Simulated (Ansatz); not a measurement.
## HBAl, quartet: bend scan

Starting geometry (PBE0/def2-TZVP stationary point for this spin, not checked as a minimum):

```yaml
atoms:
  - { symbol: B, position_ang: [0.0000, 0.0000, 0.2519] }
  - { symbol: Al, position_ang: [0.0000, 0.0000, -1.6889] }
  - { symbol: H, position_ang: [0.0000, 0.0000, 1.4370] }
```

From there the angle named below is changed in its plane at fixed bond lengths, both arms turning rigidly about the middle atom; atoms are numbered as listed. Energies are in kJ/mol, counted from the starting geometry at the same level.

Basis 6-31G; Ansatz 0.2.0. Only valence electrons are correlated (noble-gas cores frozen). Prefix R: restricted or restricted open-shell reference; prefix U: unrestricted. Active spaces: valence = (7e, 9o) chosen from the atoms' valence shells.

Unrestricted rows (U) aren't spin-pure: their determinants' ⟨S²⟩ exceeds S(S+1) by up to 0.11, so they mix in states of higher spin. Runs in a small pair space aren't shown, since their orbitals change along the scan.

Full CI is exact within this basis and frozen core; it isn't the basis-set limit. The frozen core follows each run's orbitals, which can shift R against U totals by a few meV.

| angle Al2-B1-H3 (°) | full CI | unpaired electrons (full CI) | error UHF | error UMP2 | error UCCSD(T) | error BCCD(T) | error RCCSDT | error MRCISD+Q (valence space) |
| --- | --- | --- | --- | --- | --- | --- | --- | --- |
| 68.0 | 145.2 | 3.07 | -12.5 | 10.2 | -0.2 | -0.4 | -0.4 | 0.2 |
| 90.7 | 98.1 | 3.05 | -6.2 | 6.3 | -0.4 | -0.4 | -0.3 | 0.2 |
| 103.8 | 75.3 | 3.05 | -3.9 | 6.0 | -0.2 | -0.1 | -0.3 | 0.2 |
| 122.5 | 44.3 | 3.04 | 0.5 | 7.3 | 0.1 | 0.2 | -0.1 | 0.1 |
| 139.2 | 21.5 | 3.04 | 3.2 | 5.4 | 0.1 | 0.2 | 0.0 | 0.1 |
| 155.6 | 6.9 | 3.04 | 2.7 | 1.8 | 0.1 | 0.1 | 0.0 | 0.0 |
| 180.0 | 0.0 | 3.04 | 0.0 | 0.0 | 0.0 | 0.0 | 0.0 | 0.0 |

Unpaired electrons are Σ n²(2−n)² over natural occupations. Errors are those of relative energies. In total energy the starting point itself misses full CI by: UHF 228.4, UMP2 62.4, UCCSD(T) 3.0, BCCD(T) 3.2, RCCSDT 0.9, MRCISD+Q (valence space) 0.7 kJ/mol.

Spread of the error over the points with a reference, to 180.0 ° (largest less smallest): MRCISD+Q (valence space) 0.2, RCCSDT 0.4, UCCSD(T) 0.5, BCCD(T) 0.6, UMP2 10.2, UHF 15.8 kJ/mol.
